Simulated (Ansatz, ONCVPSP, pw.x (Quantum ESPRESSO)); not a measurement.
## Ta: does the ONCV potential hold in the solid?

| Item | Value |
| --- | --- |
| Element | tantalum (Ta) |
| Generator | ONCVPSP 4.0.1.1 (patched build) |
| Type | optimised norm-conserving Vanderbilt (ONCV) |
| Functional | LDA (Perdew-Wang 92) |
| Relativity | scalar-relativistic |
| Frozen core | [Kr] 4d10 4f14 |
| Valence charge | 13 |
| Reference configuration | 5s2 5p6 5d3 6s1.5 6p0.5 |
| Partial waves | 5s+6s: rc 1.95 bohr, ncon 4, nbas 7, qcut 7.1 1/bohr, 2 projectors; 5p+6p: rc 1.85 bohr, ncon 4, nbas 8, qcut 6.9 1/bohr, 2 projectors; 5d: rc 1.85 bohr, ncon 4, nbas 9, qcut 5.7 1/bohr, 2 projectors, debl 1.3 Ha |
| Local potential | polynomial inside 1.65 bohr (lpopt 4, dvloc0 0 Ha) |
| Core correction | Teter function, fcfact 3.75, rcfact 1.2 |

Crystal test: bcc Ta in pw.x 7.5, no spin, 14³ k-points, Fermi–Dirac smearing 0.01 Ry, cutoffs 50/200 Ry. The reference is all-electron LAPW (Ansatz 0.2.0) with the same functional, mesh and smearing; V0 and B0 come from Birch–Murnaghan fits to the pressures at five volumes. Errors are pseudo minus all-electron; Δ is the rms difference of the E(V) curves that follow from these fits, minima aligned, over ±6 % about the mean V0. Mesh and smearing are coarse, so the numbers serve the comparison and aren't converged zero-temperature values; the lattice is a test structure that the element need not adopt.

All-electron: a0 = 3.255 Å (V0 = 17.24 Å³/atom), B0 = 217.7 GPa.

Task: How far does the potential miss the all-electron equation of state?

Result: mean pressure error (GPa): -3.35; a0 (Å): 3.238; a0 error (%): -0.51; B0 error (%): -0.6; Δ (meV/atom): 12.5. This is a poor potential for the solid.

```tsv
V (Å³/atom)	P all-electron (GPa)	P pseudo (GPa)
16.272	13.97	9.88
16.700	7.30	3.64
17.128	1.38	-1.92
17.556	-3.88	-6.86
17.984	-8.54	-11.25
```

Task: At the middle volume, how do free energy and pressure move when the wave cutoff is lowered (ecutrho kept at four times it)?

Result:

```csv
cutoff (Ry),shift of F (meV/atom),shift of P (GPa)
22,+1020.8,-32.06
30,+168.4,-7.12
40,+11.0,-0.88
```

The run at the middle volume (104 k-points, 7 iterations) took about 17 s on one core of a shared host (Neoverse-N1, 64 threads, 124 GiB, load 51).
